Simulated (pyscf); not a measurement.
**Routes from H₃C–SiH•–Cl + hydrogen chloride (HCl)**

Candidate steps break at most two bonds and form at most two. Each was searched with GFN2-xTB (tblite) first. Single points on ωB97X-D3(BJ)/def2-SVP structures (PySCF, gas phase). Energies: ωB97M-D3(BJ)/def2-TZVP, kJ/mol, from the separated reactants, doublet surface; ΔG‡ with ideal gas, 1 atm, RRHO with modes under 100 cm⁻¹ raised to 100, one conformer, R ln 2 for chiral ones without a mode under 150 cm⁻¹.

| products | type | ΔE‡ | ΔE | ΔG‡ 298 K | ΔG‡ 900 K | ν‡ (cm⁻¹) |
|---|---|---|---|---|---|---|
| H₃C–SiH(Cl)–Cl + H• | atom transfer | 55.9 | -40.6 | 85.9 | 163.6 | 735i |
| CH₄ + Cl–SiH•–Cl | four-centre exchange | 139.6 | -101.3 | 178.3 | 266.4 | 1112i |

Plain bond fissions and candidates not yet searched are not listed, and one of them may be faster. Each barrier is that of the saddle found; lower ones may exist.
